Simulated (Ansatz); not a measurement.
Compare A (`c1cnsn1`) with its isomer B (`c1nncs1`).

Gas-phase electronic energies from Ansatz, PBE0-D4/def2-TZVP geometries. CCSD(T)/CBS adds triple-zeta CCSD(T) − MP2 to the extrapolated MP2 energy (def2 sets, frozen cores). This one scheme is used for every species. DFT in def2-TZVPP. B3LYP here is the variant with VWN-RPA as its local correlation; programs differ in this.

Task: Which is lower in electronic energy at CCSD(T)/CBS, and by how much? (Best estimate.)

Result: Computed: A, by 55.6 kJ/mol.

Task: Give E(B) − E(A) in kJ/mol with B3LYP-D4, HF/def2-TZVPP, r2SCAN-D4, PBE-D4, B2PLYP, LDA (SPW92), PBE0-D4. (Best estimate.)

Result: The calculation gave: B3LYP-D4 55.7, HF/def2-TZVPP 51.2, r2SCAN-D4 53.6, PBE-D4 50.1, B2PLYP 57.9, LDA (SPW92) 53.4, PBE0-D4 52.7. None reverses the order clearly.

Task: Does the order hold for the free energy at 298.15 K (harmonic terms from PBE0-D4)? (Best estimate.)

Result: The calculation gave: Yes: G(B) − G(A) = +53.8 kJ/mol.

Largest T1 diagnostic: 0.017.

Leaving LDA and LC-ωPBE aside and taking each functional with its dispersion term where it has one, the values, not all of them listed here, spread over 8.7 kJ/mol, from revPBE-D4 to B2PLYP. LDA lies +3.4 kJ/mol from PBE without D4. From BLYP to BHLYP (50 % exact exchange), in def2-TZVPP and without D4, E(B) − E(A) moves by +4.1 kJ/mol.
